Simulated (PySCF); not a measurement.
Allyl Fluoride, C3H5F, SMILES C=CCF, point group Cs.

Force field and properties: PBE0/pcSseg-1 (PySCF, grid level 2). Vibrational terms come from second-order perturbation theory with semi-diagonal cubic constants, by steps of ±0.6 along the normal coordinates of each isotopologue. The parent has the commonest isotopes.

Equilibrium geometry (Å):

```csv
atom,x,y,z
C1,1.3492,-0.0089,-0.3263
C2,0.2690,-0.3540,0.3602
C3,-1.1044,0.1492,0.0825
F4,-1.1216,1.0198,-0.9863
H5,2.3281,-0.4104,-0.0762
H6,1.2827,0.6868,-1.1598
H7,0.3417,-1.0529,1.1959
H8,-1.5074,0.6789,0.9578
H9,-1.7829,-0.6845,-0.1486
```

Problem. Give the equilibrium and ground-state rotational constants (MHz) of parent; ²H at 6.

Solution. 
```csv
species,Ae,Be,Ce,A0,B0,C0,Δ0 (u Å²),harmonic ZPE (cm⁻¹)
parent,17414,6045.8,4618.3,17338,5979.5,4573.6,-3.166,16058
²H at 6,16170,5973.3,4485.2,16088,5914.1,4444.8,-3.166,15370
```

Δ0 = Ic − Ia − Ib from the ground-state constants.

Problem. How is the parent's vibrational correction B0 − Be made up?

Solution. 
```json
{"axis": "a", "harmonic": "39.7", "Coriolis": "-49.5", "cubic": "-65.4", "total (MHz)": "-75.2"}
{"axis": "b", "harmonic": "13.1", "Coriolis": "-4.76", "cubic": "-74.6", "total (MHz)": "-66.3"}
{"axis": "c", "harmonic": "4.02", "Coriolis": "-1.96", "cubic": "-46.8", "total (MHz)": "-44.7"}
```

Problem. And its quartic centrifugal distortion constants from the harmonic force field?

Solution. Asymmetric top, A reduction, Ir representation: ΔJ = 5.4 kHz, ΔJK = -21 kHz, ΔK = 51.7 kHz, δJ = 1.63 kHz, δK = 7.75 kHz.

A mode lies under 250 cm⁻¹, where this perturbation treatment is rough. Internal rotors are held in one well.
